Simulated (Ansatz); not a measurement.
`C[Si]C`, relaxed with RKS PBE-D4/def2-SVP in the Gaussian-basis code of Ansatz from a rough embedded geometry. The force threshold is 0.03 eV/Å; the program also tests the step.

The species carries charge 0 and has multiplicity 1.

Start:

```xyz
9

C    -1.023   -0.995   -0.412
Si    0.342   -0.010   -0.984
C     1.088    0.980    0.368
H    -0.754   -1.683    0.334
H    -1.485   -1.643   -1.223
H    -1.887   -0.420    0.014
H     1.476    0.405    1.147
H     1.910    1.637   -0.058
H     0.333    1.729    0.815
```

**Question.** How much energy does the relaxation release, and in how many steps? (Estimate.)

**Answer.** Computed: 14.75 kcal/mol, in 15 steps, 3 of them rejected.

**Question.** Which bonds change most? (Best estimate.)

**Answer.** Ansatz gave: C1–Si2 from 1.778 to 1.919 Å; Si2–C3 from 1.834 to 1.920 Å; C1–H4 from 1.050 to 1.118 Å; C3–H7 from 1.043 to 1.112 Å.

**Question.** Give the relaxed structure. (An estimate is asked.)

**Answer.** Ansatz gave: 
```xyz
9

C    -0.977   -0.994   -0.388
Si    0.421    0.014   -1.233
C     1.002    0.996    0.312
H    -0.451   -1.841    0.119
H    -1.698   -1.446   -1.099
H    -1.526   -0.449    0.410
H     0.960    0.425    1.264
H     2.001    1.463    0.198
H     0.266    1.831    0.417
```
